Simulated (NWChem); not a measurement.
Everything below was run with NWChem. System: dichloromethane (CH2Cl2), charge 0, spin multiplicity 1, at a geometry optimised with B3LYP/def2-SVP. Level: MP2/def2-QZVP, 11 core orbitals frozen.

Input file:

```
start mol
memory heap 200 mb stack 900 mb global 1100 mb
geometry units angstroms nocenter noautoz
  Cl     1.493699     0.000000     0.215823
  C      0.000000     0.000000    -0.762074
  Cl    -1.493699     0.000000     0.215823
  H      0.000000     0.902599    -1.382769
  H      0.000000    -0.902599    -1.382769
  symmetry group C2v
end
basis spherical
  * library def2-qzvp
end
scf
  rhf
  nopen 0
  maxiter 100
  thresh 1e-7
  semidirect memsize 60000000 filesize 0
end
mp2
  freeze core 11
end
task mp2 energy
```

Part of the output:

```
             Northwest Computational Chemistry Package (NWChem) 7.3.0
             --------------------------------------------------------

                                NWChem Input Module
                                -------------------

 Scaling coordinates for geometry "geometry" by  1.889725989
 (inverse scale =  0.529177249)

 Turning off AUTOSYM since
 SYMMETRY directive was detected!

                             Geometry "geometry" -> ""
                             -------------------------

 Output coordinates in angstroms (scale by  1.889725989 to convert to a.u.)

  No.       Tag          Charge          X              Y              Z
 ---- ---------------- ---------- -------------- -------------- --------------
    1 Cl                  17.0000     1.49369900     0.00000000     0.21582300
    2 C                    6.0000     0.00000000     0.00000000    -0.76207400
    3 Cl                  17.0000    -1.49369900     0.00000000     0.21582300
    4 H                    1.0000     0.00000000     0.90259900    -1.38276900
    5 H                    1.0000     0.00000000    -0.90259900    -1.38276900

 Effective nuclear repulsion energy (a.u.)     132.9528830496

            Nuclear Dipole moment (a.u.)
            ----------------------------
        X                 Y               Z
 ---------------- ---------------- ----------------
     0.0000000000     0.0000000000    -0.0000000000

      Symmetry information
      --------------------

 Group name             C2v
 Group number             16
 Group order               4
 No. of unique centers     3

      Symmetry unique atoms

     1    2    4


 Summary of "ao basis" -> "" (spherical)
 ------------------------------------------------------------------------------
       Tag                 Description            Shells   Functions and Types
 ---------------- ------------------------------  ------  ---------------------
 *                         def2-qzvp                  on all atoms

 Summary of "ao basis" -> "ao basis" (spherical)
 ------------------------------------------------------------------------------
       Tag                 Description            Shells   Functions and Types
 ---------------- ------------------------------  ------  ---------------------
 Cl                        def2-qzvp                22       70   9s6p4d2f1g
 C                         def2-qzvp                17       57   7s4p3d2f1g
 H                         def2-qzvp                10       30   4s3p2d1f

                                 NWChem SCF Module
                                 -----------------

  ao basis        = "ao basis"
  functions       =   257
  atoms           =     5
  closed shells   =    21
  open shells     =     0
  charge          =   0.00
  wavefunction    = RHF
  use symmetry    = T
  symmetry adapt  = T

 Summary of "ao basis" -> "ao basis" (spherical)
 ------------------------------------------------------------------------------
       Tag                 Description            Shells   Functions and Types
 ---------------- ------------------------------  ------  ---------------------
 Cl                        def2-qzvp                22       70   9s6p4d2f1g
 C                         def2-qzvp                17       57   7s4p3d2f1g
 H                         def2-qzvp                10       30   4s3p2d1f

      Symmetry analysis of basis
      --------------------------

        a1         90
        a2         41
        b1         69
        b2         57

 Forming initial guess at       0.4s

      Superposition of Atomic Density Guess
      -------------------------------------

 Sum of atomic energies:        -957.65233714

      Non-variational initial energy
      ------------------------------

 Total energy =    -958.496895
 1-e energy   =   -1586.231199
 2-e energy   =     494.781420
 HOMO         =      -0.355151
 LUMO         =       0.018383

      Symmetry analysis of molecular orbitals - initial
      -------------------------------------------------

  Numbering of irreducible representations:

     1 a1          2 a2          3 b1          4 b2

  Orbital symmetries:

     1 a1          2 b1          3 a1          4 a1          5 b1
     6 a1          7 b1          8 a1          9 b2         10 a2
    11 b1         12 a1         13 b1         14 a1         15 b2
    16 a1         17 b1         18 a2         19 a1         20 b1
    21 b2         22 a1         23 b1         24 a1         25 b2
    26 a1         27 b1         28 a1         29 b1         30 b2
    31 a1

 Starting SCF solution at      10.2s

 ----------------------------------------------
         Quadratically convergent ROHF

 Convergence threshold     :          1.000E-07
 Maximum no. of iterations :          100
 Final Fock-matrix accuracy:          1.000E-09
 ----------------------------------------------

              iter       energy          gnorm     gmax       time
             ----- ------------------- --------- --------- --------
                 1     -958.0302354034  8.75D-01  2.39D-01     21.6
                 2     -958.0826548910  2.69D-01  5.10D-02     44.3
                 3     -958.0897103235  2.64D-02  4.51D-03     74.8
                 4     -958.0898165932  2.18D-04  6.12D-05    124.5
                 5     -958.0898166000  2.63D-08  6.41D-09    210.7

       Final RHF  results
       ------------------

         Total SCF energy =   -958.089816600016
      One-electron energy =  -1587.410435603446
      Two-electron energy =    496.367735953813
 Nuclear repulsion energy =    132.952883049618
[...]
              MO Center=  1.9D-13, -1.5D-13,  1.3D-01, r^2= 3.3D+00
   Bfn.  Coefficient  Atom+Function         Bfn.  Coefficient  Atom+Function
  ----- ------------  ---------------      ----- ------------  ---------------
    24      0.288378  1 Cl pz               151      0.288378  3 Cl pz
    21      0.270456  1 Cl pz               148      0.270456  3 Cl pz
    12     -0.178003  1 Cl pz               139     -0.178003  3 Cl pz

 Vector   20  Occ=2.000000D+00  E=-4.498745D-01  Symmetry=b1
              MO Center= -1.6D-13, -1.6D-17,  1.5D-01, r^2= 3.5D+00
   Bfn.  Coefficient  Atom+Function         Bfn.  Coefficient  Atom+Function
  ----- ------------  ---------------      ----- ------------  ---------------
    22      0.242645  1 Cl px               149      0.242645  3 Cl px
    19      0.224133  1 Cl px               146      0.224133  3 Cl px
    24     -0.213249  1 Cl pz               151      0.213249  3 Cl pz
    21     -0.192732  1 Cl pz               148      0.192732  3 Cl pz

 Vector   21  Occ=2.000000D+00  E=-4.463430D-01  Symmetry=b2
              MO Center=  2.9D-15,  1.3D-13,  1.3D-03, r^2= 3.4D+00
   Bfn.  Coefficient  Atom+Function         Bfn.  Coefficient  Atom+Function
  ----- ------------  ---------------      ----- ------------  ---------------
    23      0.293041  1 Cl py               150      0.293041  3 Cl py
    20      0.267603  1 Cl py               147      0.267603  3 Cl py
    11     -0.175753  1 Cl py               138     -0.175753  3 Cl py

 Vector   22  Occ=0.000000D+00  E= 9.610067D-02  Symmetry=a1
              MO Center=  2.9D-16, -2.7D-14, -1.4D+00, r^2= 6.3D+00
   Bfn.  Coefficient  Atom+Function         Bfn.  Coefficient  Atom+Function
  ----- ------------  ---------------      ----- ------------  ---------------
    77      4.010362  2 C  s                201     -1.476399  4 H  s
   231     -1.476399  5 H  s                  9     -1.140724  1 Cl s
   136     -1.140724  3 Cl s                 86      0.751571  2 C  pz
    22      0.608420  1 Cl px               149     -0.608420  3 Cl px
    25      0.415456  1 Cl px               152     -0.415456  3 Cl px

 Vector   23  Occ=0.000000D+00  E= 1.364049D-01  Symmetry=a1
              MO Center=  2.0D-15,  2.2D-13,  4.6D-03, r^2= 7.9D+00
   Bfn.  Coefficient  Atom+Function         Bfn.  Coefficient  Atom+Function
  ----- ------------  ---------------      ----- ------------  ---------------
     9      1.769918  1 Cl s                136      1.769918  3 Cl s
    89     -1.759136  2 C  pz               201     -1.259173  4 H  s
   231     -1.259173  5 H  s                 25     -0.996057  1 Cl px
   152      0.996057  3 Cl px                77     -0.878386  2 C  s
    86     -0.770293  2 C  pz                76     -0.397373  2 C  s

 Vector   24  Occ=0.000000D+00  E= 1.440544D-01  Symmetry=b2
              MO Center= -1.1D-15, -1.3D-13, -2.0D+00, r^2= 6.5D+00
   Bfn.  Coefficient  Atom+Function         Bfn.  Coefficient  Atom+Function
  ----- ------------  ---------------      ----- ------------  ---------------
   201     -4.010749  4 H  s                231      4.010749  5 H  s
   200      3.810981  4 H  s                230     -3.810981  5 H  s
    85     -3.249259  2 C  py                88      2.434620  2 C  py
   101      1.063900  2 C  d -1             209     -0.759744  4 H  py
   239     -0.759744  5 H  py               210      0.604441  4 H  pz

 center of mass
 --------------
 x =   0.00000000 y =   0.00000000 z =   0.07117642

 moments of inertia (a.u.)
 ------------------
          55.722146471186           0.000000000000           0.000000000000
           0.000000000000         607.088939782521           0.000000000000
           0.000000000000           0.000000000000         563.095023632613

  Mulliken analysis of the total density
  --------------------------------------

    Atom       Charge   Shell Charges
 -----------   ------   -------------------------------------------------------
    1 Cl  17    17.12   1.64  0.01  0.28  0.31  1.08  0.61  0.42  1.13  0.44  5.83 -0.00  0.66  1.94  2.14  0.56  0.00  0.01  0.02  0.03  0.01  0.00  0.00
    2 C    6     6.00   1.03  0.00  0.70  0.24  0.32  0.83  0.12  0.69  1.15  0.72  0.03  0.00  0.06  0.09  0.00  0.02  0.00
    3 Cl  17    17.12   1.64  0.01  0.28  0.31  1.08  0.61  0.42  1.13  0.44  5.83 -0.00  0.66  1.94  2.14  0.56  0.00  0.01  0.02  0.03  0.01  0.00  0.00
    4 H    1     0.88   0.12  0.35  0.34  0.03  0.00  0.01  0.01  0.00  0.00  0.00
    5 H    1     0.88   0.12  0.35  0.34  0.03  0.00  0.01  0.01  0.00  0.00  0.00

       Multipole analysis of the density wrt the origin
       ------------------------------------------------

     L   x y z        total         open         nuclear
     -   - - -        -----         ----         -------
     0   0 0 0     -0.000000      0.000000     42.000000

     1   1 0 0     -0.000000      0.000000      0.000000
     1   0 1 0      0.000000      0.000000      0.000000
     1   0 0 1     -0.726003      0.000000     -0.000000

     2   2 0 0    -25.611888      0.000000    270.896110
     2   1 1 0     -0.000000      0.000000      0.000000
     2   1 0 1      0.000000      0.000000      0.000000
     2   0 2 0    -23.435844      0.000000      5.818585
     2   0 1 1     -0.000000      0.000000      0.000000
     2   0 0 2    -22.185854      0.000000     31.755140

                   NWChem MP2 Semi-direct Energy/Gradient Module
                   ---------------------------------------------

  Basis functions       =    257
  Molecular orbitals    =    257
  Frozen core           =     11
  Frozen virtuals       =      0
  Active alpha occupied =     10
  Active beta occupied  =     10
  Active alpha virtual  =    236
  Active beta virtual   =    236
  Use MO symmetry       = T
  Use skeleton AO sym   = T

  AO/Fock/Back tols     =   1.0D-09  1.0D-09  1.0D-09

 GA uses MA = F    GA memory limited = T

 Available:
  local mem=  1.26D+08
 global mem=  1.44D+08
 local disk=  0.00D+00
  mp2_memr nvloc                   236
  nvloc new                   236
   1 passes of  10:        7340032                     329723                 255484551.
   1 passes of  10: M    126142838           G      144047102           F     118802806.
  mp2_memr nvloc                   236
  nvloc new                   236
   2 passes of   5:        7340032                     232231                 127798639.
   2 passes of   5: M    126142838           G      144047102           F     118802806.
  mp2_memr nvloc                   236
  nvloc new                   236
   3 passes of   4:        7340032                     212733                 102261457.
   3 passes of   4: M    126142838           G      144047102           F     118802806.

 Semi-direct pass number   1 of   3  for RHF alpha+beta  at      212.0s
  vrange nnbf                 31826
  mp2_eaftype                   390  avail_ma_in_mb                  1099
 EAF : mp2_eaftype filesize         390   51130728.
  mp2_eaf for mointskh                    390
Node 0 wrote    240.3 Mb in      0.4 s     Agg I/O rate:   683.0 Mb/s
 Done moints_semi at      304.4s
  mp2_eaftype                   390  avail_ma_in_mb                   709
 EAF : mp2_eaftype filesize         390   51130728.
  mp2_eaf for kh                   390
 Done maket at      305.5s
 Semi-direct pass number   2 of   3  for RHF alpha+beta  at      305.5s
  vrange nnbf                 31826
  mp2_eaftype                   390  avail_ma_in_mb                   709
 EAF : mp2_eaftype filesize         390   51130728.
  mp2_eaf for mointskh                    390
Node 0 wrote    240.3 Mb in      0.4 s     Agg I/O rate:   542.7 Mb/s
 Done moints_semi at      397.3s
  mp2_eaftype                   390  avail_ma_in_mb                   709
 EAF : mp2_eaftype filesize         390   51130728.
  mp2_eaf for kh                   390
 Done maket at      398.4s
 Semi-direct pass number   3 of   3  for RHF alpha+beta  at      398.4s
  vrange nnbf                 31826
  mp2_eaftype                   390  avail_ma_in_mb                   709
 EAF : mp2_eaftype filesize         390   51130728.
  mp2_eaf for mointskh                    390
Node 0 wrote    120.2 Mb in      0.2 s     Agg I/O rate:   554.9 Mb/s
 Done moints_semi at      490.4s
  mp2_eaftype                   390  avail_ma_in_mb                   709
 EAF : mp2_eaftype filesize         390   51130728.
  mp2_eaf for kh                   390
 Done maket at      490.9s
 Done multipass loop at      490.9s

          -------------------------------------------
          SCF energy                -958.089816600016
          Correlation energy          -0.604895210966
          Singlet pairs               -0.393212562963
          Triplet pairs               -0.211682648003
          Total MP2 energy          -958.694711810981
          -------------------------------------------

          ---------------------------------------------------
                    Spin Component Scaled (SCS) MP2
          Same spin pairs                     -0.141121765335
          Same spin scaling factor             0.333333333333
          Opposite spin pairs                 -0.463773445630
          Opposite spin scaling fact.          1.200000000000
          SCS-MP2 correlation energy          -0.603568723202
          Total SCS-MP2 energy              -958.693385323217
          ---------------------------------------------------

 -----------------------
 Performance information
 -----------------------

 Timer overhead =  1.37D-07 seconds/call

               Nr. of calls         CPU time (s)                 Wall time (s)                GFlops
             ---------------    -------------------     ------------------------------   -------------------
Name         Min   Avg   Max    Min     Avg     Max     Min     Avg     Max   Mx/calls   Min     Max     Sum
mp2: moin     3     3     3   2.76E+2 2.76E+2 2.76E+2  2.76E+2 2.76E+2 2.76E+2  92.      0.0     0.0     0.0
mp2: make     3     3     3    2.7     2.7     2.7      2.7     2.7     2.7    0.89      0.0     0.0     0.0
mp2: tota     1     1     1   2.80E+2 2.80E+2 2.80E+2  2.80E+2 2.80E+2 2.80E+2 2.80E+2   0.0     0.0     0.0

 The average no. of pstat calls per process was 7.00D+00
 with a timing overhead of 9.59D-07s

 Task  times  cpu:      490.9s     wall:      490.9s

 Total times  cpu:      491.0s     wall:      491.0s
```
